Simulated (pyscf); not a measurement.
Optimised with ωB97X-D3(BJ)/def2-SVP in PySCF.

SMILES: O[Si](O)(O)O[SiH3]
```xyz
12

O     -1.1716    -0.5389    -0.4797
Si    -0.4544     0.9441    -0.5873
O     -1.4801     2.2128    -0.8397
O      0.3039     1.2296     0.8471
O      0.5482     0.8199    -1.8854
Si     1.2389    -0.5144    -2.6147
H     -1.5350    -0.7832     0.3771
H     -1.7284     2.3771    -1.7550
H      0.4566     2.1547     1.0645
H      0.2294    -1.2343    -3.4398
H      1.8021    -1.4408    -1.5931
H      2.3335    -0.0255    -3.4964
```

**Question.** How much does it cost (ΔH, 298 K, ωB97M-D3(BJ)/def2-TZVP) to split HO–Si(OH)(OH)–O–SiH₃ at its O–Si bond into •O–Si(OH)(OH)–OH + SiH₃•?

**Answer.** O–Si to •O–Si(OH)(OH)–OH + SiH₃•: 543.3 kJ/mol. The 7 functionals that were run give +503.0 (PBE) to +549.0 kJ/mol (ωB97X-D3(BJ)). Other isomers of •O–Si(OH)(OH)–OH were not searched in full and may lie lower.
